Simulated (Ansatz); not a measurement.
**AlS, quartet: reading a ladder of total energies**

Geometry: that of the AlS, doublet, kept fixed. The doublet lies 3.1 eV lower here.

| atom | x (Å) | y (Å) | z (Å) |
| --- | --- | --- | --- |
| Al | 0.0000 | 0.0000 | 0.0000 |
| S | 0.0000 | 0.0000 | 2.0316 |

Basis 6-31G; Ansatz 0.2.0. Correlated methods freeze the noble-gas cores, which leaves 9 electrons in 16 orbitals. R marks a restricted (for open shells ROHF) determinant, U an unrestricted one.

Full CI is exact within this basis and frozen core; it isn't the basis-set limit. The frozen core follows each run's orbitals, which can shift R against U totals by a few meV.

The determinant fills πx and πy unequally, so it is a mixture of Σ and Δ, which weighs on every level built on one determinant.

UCCSD has a T1 diagnostic of 0.022 and a largest doubles amplitude of 0.28.

Runs differ by some tens of microhartree through their thresholds and, for an open shell, their frozen cores, so the step to full CI, which has another core, is uncertain by up to 0.1 kcal/mol.

```
     level  total energy (hartree)
       UHF             -639.302368
      UMP2             -639.344405
     UCCSD             -639.358259
  UCCSD(T)             -639.361212
   UCCSDT*             -639.365655
UCCSDT(Q)*             -639.366080
  UCCSDTQ*             -639.365970
   full CI             -639.365960
```

Q: What is the correlation energy at full CI, and what share of it do UMP2 and UCCSD recover?

A: E(corr) = -639.365960 − (-639.302368) = -0.063592 hartree = -1.730 eV. UMP2: -0.042037 / -0.063592 = 66.10 %. UCCSD: -0.055891 / -0.063592 = 87.89 %.

Q: By how many kcal/mol does UCCSD(T) miss full CI (1 hartree = 627.509 kcal/mol), and which steps make up the rest?

A: -639.361212 − (-639.365960) = 0.004748 hartree = 2.98 kcal/mol. Steps: UCCSDT − UCCSD(T) = -2.79, UCCSDT(Q) − UCCSDT = -0.27, UCCSDTQ − UCCSDT(Q) = 0.07, full CI − UCCSDTQ = 0.01 kcal/mol. With more than one leading determinant such errors change with state and geometry, and needn't cancel in differences.

An asterisk marks runs whose energy the program itself flagged as in doubt.
